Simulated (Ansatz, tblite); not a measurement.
# The cluster S₄: removing and adding an electron

Aim: the energy of removing and adding an electron for the cluster S₄, by energy differences, and how well orbital energies stand in for it.

Program: Ansatz 0.2.0, Gaussian basis. Level of theory: as each input shows. These are calculated values, not measurements.

Plan: charge +1 doublet, at the geometry of the singlet (PBE0-D4/def2-TZVP, PBE-D4/def2-TZVP, r2SCAN-D4/def2-TZVP, CCSD(T)/def2-TZVPP); charge -1 doublet, at the geometry of the singlet (PBE0-D4/def2-TZVPD, PBE-D4/def2-TZVPD, r2SCAN-D4/def2-TZVPD); the starting singlet's energies come from earlier runs.

## (1) The relaxed structure

The singlet was relaxed beforehand with PBE0-D4/def2-TZVP. At that level it is the lowest of the isomers that a small search found.

4 atoms, charge 0, spin multiplicity 1.

Atoms are counted from 1 here; the program's logs count them from 0.

Bond lengths: S1–S3 1.897 Å, S2–S3 2.074 Å, S2–S4 1.897 Å. Angles: S3–S2–S4 106.6°, S1–S3–S2 106.5°.

## (2) Charge +1 doublet at the fixed geometry, first pass, PBE0-D4/def2-SVP

File in.yaml:

```yaml
crystal:
  periodic: [false, false, false]
  atoms:
    - {symbol: S, position_ang: [-0.373041, 1.780582, 0.067643]}
    - {symbol: S, position_ang: [0.015316, -1.378840, -0.016963]}
    - {symbol: S, position_ang: [-1.357804, 0.163107, 0.178296]}
    - {symbol: S, position_ang: [1.715529, -0.564848, -0.228976]}
basis:
  gaussian: {orbitals: def2-SVP}
total_charge: 1
magnetization: {spin_polarized: true, initial_magnetization: 1}
hamiltonian: {xc: pbe0, dispersion: d4}
output: {orbitals: {seedname: orbitals}}
```

Command:

```console
$ ansatz run in.yaml --threads 4 --pin off --events-out ev --progress --plain --max-ram 3916MiB
```

Standard output:

```text
Functional definition: PBE0
  name "PBE0"
  cite "Adamo & Barone, J. Chem. Phys. 110, 6158 (1999) doi:10.1063/1.478522"
  cite "Perdew, Burke & Ernzerhof, Phys. Rev. Lett. 77, 3865 (1996) doi:10.1103/PhysRevLett.77.3865"
  parent pbe
  parameter a = 0.25
  parameter kappa = 0.804
  parameter beta = 0.06672455060314922
  exchange = (1 - a)*pbe_x(kappa = kappa, mu = beta*pi^2/3) + a*exact_x
  correlation = pbe_c(beta = beta)
646 factors; integrals over basis functions are off by at most 1.2e-3 eV
mean field evaluation 1: about -43302.5502 eV, gradient 1.0e1 eV
mean field evaluation 2: about -43301.1004 eV, gradient 1.9e1 eV
mean field evaluation 4: about -43303.2321 eV, gradient 8.7e-1 eV
mean field evaluation 8: about -43303.2583 eV, gradient 7.4e-2 eV
mean field evaluation 16: about -43303.2583 eV, gradient 1.8e-4 eV
mean field evaluation 32: about -43302.6995 eV, gradient 3.6e0 eV
mean field -43303.25831944 eV, -1591.3653912367 hartree, gradient 3.3e-5 eV, S^2 0.811836; 4 other end points of the search recorded, 0 dependent functions left out
reference -43303.25833301 eV, -1591.3653917353 hartree; 32, 31 occupied and 40, 41 virtual orbitals, 646 factors
Total energy: -43303.42382620 eV, -1591.3714734980 hartree
```

It took 1.9 s on 4 threads of Arm Neoverse V1, shared host.

From the report: HOMO -13.55 eV, LUMO -10.85 eV (over both spins); ⟨S²⟩ 0.812 (pure: 0.75).

## (3) Charge +1 doublet at the fixed geometry, PBE0-D4/def2-TZVP

start.molden holds the orbitals of an earlier run on this state, given as this run's starting guess.

in.yaml, as its differences from that of step 2:

```diff
@@ -8,3 +8,3 @@
 basis:
-  gaussian: {orbitals: def2-SVP}
+  gaussian: {orbitals: def2-TZVP, initial_orbitals: start.molden}
 total_charge: 1
@@ -12,2 +12,3 @@
 hamiltonian: {xc: pbe0, dispersion: d4}
+scf: {omitted_lower_state_checks: [starts]}
 output: {orbitals: {seedname: orbitals}}
```

Launched as before.

Standard output:

```text
Functional definition: PBE0
  name "PBE0"
  cite "Adamo & Barone, J. Chem. Phys. 110, 6158 (1999) doi:10.1063/1.478522"
  cite "Perdew, Burke & Ernzerhof, Phys. Rev. Lett. 77, 3865 (1996) doi:10.1103/PhysRevLett.77.3865"
  parent pbe
  parameter a = 0.25
  parameter kappa = 0.804
  parameter beta = 0.06672455060314922
  exchange = (1 - a)*pbe_x(kappa = kappa, mu = beta*pi^2/3) + a*exact_x
  correlation = pbe_c(beta = beta)
these checks for a lower state are left out or cut short: starts
1084 factors; their error is unknown
mean field evaluation 1: about -43315.7515 eV, gradient 1.2e2 eV
mean field evaluation 2: about -43318.7272 eV, gradient 4.3e0 eV
mean field evaluation 4: about -43318.9251 eV, gradient 1.5e-1 eV
mean field evaluation 8: about -43318.9253 eV, gradient 7.4e-6 eV
mean field -43318.92530263 eV, -1591.9411422496 hartree, gradient 7.4e-6 eV, S^2 0.817159; 0 other end points of the search recorded, 0 dependent functions left out
reference -43318.92532786 eV, -1591.9411431767 hartree; 32, 31 occupied and 116, 117 virtual orbitals, 1084 factors
Total energy: -43319.09082105 eV, -1591.9472249394 hartree
Checks for a lower state left out: starts
```

Run time: 3.9 s. Hardware: 4 threads of Arm Neoverse V1, shared host.

From the report: HOMO -13.36 eV, LUMO -10.64 eV (over both spins); ⟨S²⟩ 0.817 (pure: 0.75).

## (4) Charge +1 doublet at the fixed geometry, PBE-D4/def2-TZVP

in.yaml, as its differences from that of step 3:

```diff
@@ -11,3 +11,3 @@
 magnetization: {spin_polarized: true, initial_magnetization: 1}
-hamiltonian: {xc: pbe0, dispersion: d4}
+hamiltonian: {xc: pbe, dispersion: d4}
 scf: {omitted_lower_state_checks: [starts]}
```

The command is unchanged.

Standard output:

```text
Functional definition: PBE
  name "PBE"
  cite "Perdew, Burke & Ernzerhof, Phys. Rev. Lett. 77, 3865 (1996) doi:10.1103/PhysRevLett.77.3865"
  parent pbe
  parameter kappa = 0.804
  parameter beta = 0.06672455060314922
  exchange = pbe_x(kappa = kappa, mu = beta*pi^2/3)
  correlation = pbe_c(beta = beta)
these checks for a lower state are left out or cut short: starts
1044 factors; their error is unknown
mean field evaluation 1: about -43316.0997 eV, gradient 1.0e1 eV
mean field evaluation 2: about -43316.2339 eV, gradient 2.8e-1 eV
mean field evaluation 4: about -43316.2247 eV, gradient 5.8e-2 eV
mean field evaluation 8: about -43316.2247 eV, gradient 2.2e-5 eV
mean field -43316.22474846 eV, -1591.8418987143 hartree, gradient 2.2e-5 eV, S^2 0.763886; 0 other end points of the search recorded, 0 dependent functions left out
reference -43316.22478211 eV, -1591.8418999509 hartree; 32, 31 occupied and 116, 117 virtual orbitals, 1044 factors
Total energy: -43316.42052593 eV, -1591.8490934036 hartree
Checks for a lower state left out: starts
```

Wall time 2 s (4 threads of Arm Neoverse V1, shared host).

From the report: HOMO -12.27 eV, LUMO -11.59 eV (over both spins); ⟨S²⟩ 0.764 (pure: 0.75).

## (5) Charge +1 doublet at the fixed geometry, r2SCAN-D4/def2-TZVP

in.yaml, as its differences from that of step 4:

```diff
@@ -11,3 +11,3 @@
 magnetization: {spin_polarized: true, initial_magnetization: 1}
-hamiltonian: {xc: pbe, dispersion: d4}
+hamiltonian: {xc: r2scan, dispersion: d4}
 scf: {omitted_lower_state_checks: [starts]}
```

Launched as before.

Standard output:

```text
Functional definition: r2SCAN
  name "r2SCAN"
  cite "Furness, Kaplan, Ning, Perdew & Sun, J. Phys. Chem. Lett. 11, 8208 (2020) doi:10.1021/acs.jpclett.0c02405"
  cite "Furness, Kaplan, Ning, Perdew & Sun, J. Phys. Chem. Lett. 11, 9248 (2020) doi:10.1021/acs.jpclett.0c03077"
  parent r2scan
  parameter k0 = 0.174
  parameter k1 = 0.065
  parameter a1 = 4.9479
  exchange = r2scan_x(k0 = k0, k1 = k1, a1 = a1)
  correlation = r2scan_c
these checks for a lower state are left out or cut short: starts
1044 factors; their error is unknown
mean field evaluation 1: about -43331.2810 eV, gradient 7.5e0 eV
mean field evaluation 2: about -43331.3310 eV, gradient 1.2e-1 eV
mean field evaluation 4: about -43331.3096 eV, gradient 2.0e-3 eV
mean field evaluation 8: about -43331.3096 eV, gradient 6.7e-5 eV
mean field -43331.30957692 eV, -1592.3962559352 hartree, gradient 1.1e-5 eV, S^2 0.792159; 0 other end points of the search recorded, 0 dependent functions left out
reference -43331.30958747 eV, -1592.3962563229 hartree; 32, 31 occupied and 116, 117 virtual orbitals, 1044 factors
Total energy: -43331.34964197 eV, -1592.3977282986 hartree
Checks for a lower state left out: starts
```

Wall time 5.5 s (4 threads of Arm Neoverse V1, shared host).

HOMO -12.49 eV, LUMO -11.47 eV (over both spins); ⟨S²⟩ 0.792 (pure: 0.75).

## (6) Charge +1 doublet at the fixed geometry, CCSD(T)/def2-TZVPP

in.yaml, as its differences from that of step 5:

```diff
@@ -8,7 +8,7 @@
 basis:
-  gaussian: {orbitals: def2-TZVP, initial_orbitals: start.molden}
+  gaussian: {orbitals: def2-TZVPP, initial_orbitals: start.molden}
 total_charge: 1
 magnetization: {spin_polarized: true, initial_magnetization: 1}
-hamiltonian: {xc: r2scan, dispersion: d4}
-scf: {omitted_lower_state_checks: [starts]}
+correlation: {method: ccsd_t}
+scf: {omitted_lower_state_checks: [starts, cluster_reference]}
 output: {orbitals: {seedname: orbitals}}
```

Launched as before.

Standard output, cut to the lines that bear on the results:

```text
Functional definition: HF
  name "HF"
  cite "Fock, Z. Phys. 61, 126 (1930) doi:10.1007/BF01340294"
  parent pbe
[...]
972 factors; integrals over basis functions are off by at most 6.1e-4 eV
[...]
mean field -43261.95335640 eV, -1589.8474618427 hartree, gradient 3.0e-6 eV, S^2 1.276766; 0 other end points of the search recorded, 0 dependent functions left out
20 core orbitals not correlated: weight in the atoms' cores, before any rotation towards them, 1.000 or more for the frozen orbitals, at most 0.000 for the correlated occupied ones
reference -43261.95335640 eV, -1589.8474618427 hartree; 12, 11 occupied and 136, 137 virtual orbitals, 972 factors
second order -17.41187972 eV of doubles, -0.00000000 eV of singles
cycle   1  -17.94115475 eV  change   -5.3e-1 eV  update   1.6e-1
[...]
cycle  14  -19.00001487 eV  change   -1.2e-6 eV  update   6.7e-6
perturbative correction -1.30712761 eV, -0.0480360536 hartree
Total energy: -43282.26049888 eV, -1590.5937355640 hartree
Checks for a lower state left out: starts, cluster_reference
```

It took 72 s on 4 threads of Arm Neoverse V1, shared host; peak memory 2.8 GiB.

From the report: Hartree-Fock HOMO -15.62 eV, LUMO -6.96 eV (over both spins); ⟨S²⟩ 1.277 (pure: 0.75); T1 0.050. Doubts: large T1 diagnostic, spin contamination.

## (7) Vertical ionisation energy

Charged state less starting state, singlet to doublet; the starting state's energies are those of its earlier runs.

| level | vertical ionisation energy (eV) | time |
| --- | --- | --- |
| HF/def2-TZVPP† | +6.93 |  |
| PBE-D4/def2-TZVP | +8.80 | 3 s |
| r2SCAN-D4/def2-TZVP | +8.86 | 8.2 s |
| PBE0-D4/def2-TZVP | +8.76 | 5.5 s |
| MP2/def2-TZVPP† | +9.80 |  |
| CCSD/def2-TZVPP† | +8.53 |  |
| CCSD(T)/def2-TZVPP† | +8.81 | 90 s |

Times add the two runs; a level without a time comes out of a correlated run. † marks a level with a doubtful state (flagged, unstable, out of aufbau order, or strongly spin-contaminated); such levels are left out of the summary. CCSD(T)/def2-TZVPP is no safe reference here (large T1 diagnostic, spin contamination).

Beside −ε(HOMO) of the starting state:

| level | −ε(HOMO) (eV) | by difference (eV) | mismatch (eV) |
| --- | --- | --- | --- |
| PBE-D4/def2-TZVP | 5.99 | 8.80 | -2.81 |
| r2SCAN-D4/def2-TZVP | 6.20 | 8.86 | -2.66 |
| PBE0-D4/def2-TZVP | 6.84 | 8.76 | -1.92 |

## (8) Charge -1 doublet at the fixed geometry, first pass, PBE0-D4/def2-SVP

in.yaml, as its differences from that of step 6:

```diff
@@ -8,7 +8,6 @@
 basis:
-  gaussian: {orbitals: def2-TZVPP, initial_orbitals: start.molden}
-total_charge: 1
+  gaussian: {orbitals: def2-SVP}
+total_charge: -1
 magnetization: {spin_polarized: true, initial_magnetization: 1}
-correlation: {method: ccsd_t}
-scf: {omitted_lower_state_checks: [starts, cluster_reference]}
+hamiltonian: {xc: pbe0, dispersion: d4}
 output: {orbitals: {seedname: orbitals}}
```

The command is unchanged.

Standard output:

```text
Functional definition: PBE0
  name "PBE0"
  cite "Adamo & Barone, J. Chem. Phys. 110, 6158 (1999) doi:10.1063/1.478522"
  cite "Perdew, Burke & Ernzerhof, Phys. Rev. Lett. 77, 3865 (1996) doi:10.1103/PhysRevLett.77.3865"
  parent pbe
  parameter a = 0.25
  parameter kappa = 0.804
  parameter beta = 0.06672455060314922
  exchange = (1 - a)*pbe_x(kappa = kappa, mu = beta*pi^2/3) + a*exact_x
  correlation = pbe_c(beta = beta)
646 factors; integrals over basis functions are off by at most 1.2e-3 eV
mean field evaluation 1: about -43311.5119 eV, gradient 2.0e1 eV
mean field evaluation 2: about -43302.5420 eV, gradient 4.5e1 eV
mean field evaluation 4: about -43314.0900 eV, gradient 1.4e0 eV
mean field evaluation 8: about -43314.1075 eV, gradient 4.3e-2 eV
mean field -43314.10751429 eV, -1591.7640917937 hartree, gradient 7.9e-5 eV, S^2 0.751945; 0 other end points of the search recorded, 0 dependent functions left out
reference -43314.10752783 eV, -1591.7640922911 hartree; 33, 32 occupied and 39, 40 virtual orbitals, 646 factors
Total energy: -43314.29890979 eV, -1591.7711254485 hartree
```

It took 1 s on 4 threads of Arm Neoverse V1, shared host.

From the report: HOMO 0.11 eV, LUMO 2.34 eV (over both spins); ⟨S²⟩ 0.752 (pure: 0.75). Doubts: highest occupied level lies above zero.

## (9) Charge -1 doublet at the fixed geometry, PBE0-D4/def2-TZVPD

in.yaml, as its differences from that of step 8:

```diff
@@ -8,3 +8,3 @@
 basis:
-  gaussian: {orbitals: def2-SVP}
+  gaussian: {orbitals: def2-TZVPD, initial_orbitals: start.molden}
 total_charge: -1
@@ -12,2 +12,3 @@
 hamiltonian: {xc: pbe0, dispersion: d4}
+scf: {omitted_lower_state_checks: [starts]}
 output: {orbitals: {seedname: orbitals}}
```

Launched as before.

Standard output:

```text
Functional definition: PBE0
  name "PBE0"
  cite "Adamo & Barone, J. Chem. Phys. 110, 6158 (1999) doi:10.1063/1.478522"
  cite "Perdew, Burke & Ernzerhof, Phys. Rev. Lett. 77, 3865 (1996) doi:10.1103/PhysRevLett.77.3865"
  parent pbe
  parameter a = 0.25
  parameter kappa = 0.804
  parameter beta = 0.06672455060314922
  exchange = (1 - a)*pbe_x(kappa = kappa, mu = beta*pi^2/3) + a*exact_x
  correlation = pbe_c(beta = beta)
these checks for a lower state are left out or cut short: starts
1260 factors; their error is unknown
mean field evaluation 1: about -43326.0552 eV, gradient 1.2e2 eV
mean field evaluation 2: about -43329.5438 eV, gradient 5.3e0 eV
mean field evaluation 4: about -43329.9855 eV, gradient 3.8e-3 eV
mean field -43330.09555098 eV, -1592.3516413049 hartree, gradient 2.3e-5 eV, S^2 0.755749; 0 other end points of the search recorded, 0 dependent functions left out
reference -43330.09559112 eV, -1592.3516427801 hartree; 33, 32 occupied and 151, 152 virtual orbitals, 1260 factors
Total energy: -43330.28697309 eV, -1592.3586759375 hartree
Checks for a lower state left out: starts
```

Run time: 6.5 s. Hardware: 4 threads of Arm Neoverse V1, shared host; peak memory 0.71 GiB.

From the report: HOMO -0.51 eV, LUMO 1.71 eV (over both spins); ⟨S²⟩ 0.756 (pure: 0.75).

## (10) Charge -1 doublet at the fixed geometry, PBE-D4/def2-TZVPD

in.yaml, as its differences from that of step 9:

```diff
@@ -11,3 +11,3 @@
 magnetization: {spin_polarized: true, initial_magnetization: 1}
-hamiltonian: {xc: pbe0, dispersion: d4}
+hamiltonian: {xc: pbe, dispersion: d4}
 scf: {omitted_lower_state_checks: [starts]}
```

Same command.

Standard output:

```text
Functional definition: PBE
  name "PBE"
  cite "Perdew, Burke & Ernzerhof, Phys. Rev. Lett. 77, 3865 (1996) doi:10.1103/PhysRevLett.77.3865"
  parent pbe
  parameter kappa = 0.804
  parameter beta = 0.06672455060314922
  exchange = pbe_x(kappa = kappa, mu = beta*pi^2/3)
  correlation = pbe_c(beta = beta)
these checks for a lower state are left out or cut short: starts
1172 factors; their error is unknown
mean field evaluation 1: about -43327.0059 eV, gradient 1.0e1 eV
mean field evaluation 2: about -43327.1183 eV, gradient 1.9e-1 eV
mean field evaluation 4: about -43327.1056 eV, gradient 1.2e-3 eV
mean field -43327.10561849 eV, -1592.2417633127 hartree, gradient 9.7e-6 eV, S^2 0.751912; 0 other end points of the search recorded, 0 dependent functions left out
reference -43327.10566847 eV, -1592.2417651493 hartree; 33, 32 occupied and 151, 152 virtual orbitals, 1172 factors
Total energy: -43327.33200665 eV, -1592.2500829238 hartree
Checks for a lower state left out: starts
```

Wall time 2.9 s (4 threads of Arm Neoverse V1, shared host).

HOMO 0.61 eV, LUMO 1.15 eV (over both spins); ⟨S²⟩ 0.752 (pure: 0.75). Doubts: highest occupied level lies above zero.

## (11) Charge -1 doublet at the fixed geometry, r2SCAN-D4/def2-TZVPD

in.yaml, as its differences from that of step 10:

```diff
@@ -11,3 +11,3 @@
 magnetization: {spin_polarized: true, initial_magnetization: 1}
-hamiltonian: {xc: pbe, dispersion: d4}
+hamiltonian: {xc: r2scan, dispersion: d4}
 scf: {omitted_lower_state_checks: [starts]}
```

Launched as before.

Standard output:

```text
Functional definition: r2SCAN
  name "r2SCAN"
  cite "Furness, Kaplan, Ning, Perdew & Sun, J. Phys. Chem. Lett. 11, 8208 (2020) doi:10.1021/acs.jpclett.0c02405"
  cite "Furness, Kaplan, Ning, Perdew & Sun, J. Phys. Chem. Lett. 11, 9248 (2020) doi:10.1021/acs.jpclett.0c03077"
  parent r2scan
  parameter k0 = 0.174
  parameter k1 = 0.065
  parameter a1 = 4.9479
  exchange = r2scan_x(k0 = k0, k1 = k1, a1 = a1)
  correlation = r2scan_c
these checks for a lower state are left out or cut short: starts
1172 factors; their error is unknown
mean field evaluation 1: about -43342.3802 eV, gradient 7.5e0 eV
mean field evaluation 2: about -43342.4216 eV, gradient 9.1e-2 eV
mean field evaluation 4: about -43342.3981 eV, gradient 3.3e-4 eV
mean field -43342.39809621 eV, -1592.8037515031 hartree, gradient 1.7e-5 eV, S^2 0.754314; 0 other end points of the search recorded, 0 dependent functions left out
reference -43342.39814375 eV, -1592.8037532503 hartree; 33, 32 occupied and 151, 152 virtual orbitals, 1172 factors
Total energy: -43342.44447490 eV, -1592.8054558887 hartree
Checks for a lower state left out: starts
```

Run time: 7.5 s. Hardware: 4 threads of Arm Neoverse V1, shared host.

Report: HOMO 0.40 eV, LUMO 1.20 eV (over both spins); ⟨S²⟩ 0.754 (pure: 0.75). Doubts: highest occupied level lies above zero.

## (12) Vertical electron affinity

Starting state less charged state (positive: the electron is bound), singlet to doublet; the starting state's energies are those of its earlier runs.

| level | vertical electron affinity (eV) | time |
| --- | --- | --- |
| PBE-D4/def2-TZVPD | +2.02 | 4.7 s |
| r2SCAN-D4/def2-TZVPD | +2.16 | 12 s |
| PBE0-D4/def2-TZVPD | +2.36 | 9.1 s |

Times add the two runs; a level without a time comes out of a correlated run.

Beside −ε(LUMO) of the starting state:

| level | −ε(LUMO) (eV) | by difference (eV) | mismatch (eV) |
| --- | --- | --- | --- |
| PBE-D4/def2-TZVPD | 4.68 | 2.02 | +2.66 |
| r2SCAN-D4/def2-TZVPD | 4.76 | 2.16 | +2.60 |
| PBE0-D4/def2-TZVPD | 4.22 | 2.36 | +1.86 |

## (13) Outcome

| quantity | value |
| --- | --- |
| vertical ionisation energy, functionals in def2-TZVP | 8.76 (PBE0-D4) to 8.86 eV (r2SCAN-D4) |
| vertical electron affinity, functionals in def2-TZVPD | 2.02 (PBE-D4) to 2.36 eV (PBE0-D4) |

In words: The vertical ionisation energy spans 8.76 to 8.86 eV over the functionals. −ε(HOMO) misses the level's own difference by -1.92 eV at best (PBE0-D4) and -2.81 eV at worst (PBE-D4). The vertical electron affinity spans 2.02 to 2.36 eV over the functionals. The anion's highest level lies above zero where self-interaction lifts it, so diffuse functions weigh on these values. −ε(LUMO) misses the level's own difference by +1.86 eV at best (PBE0-D4) and +2.66 eV at worst (PBE-D4).

The anion's highest level is positive in at least one run, so there the basis alone may hold the extra electron.
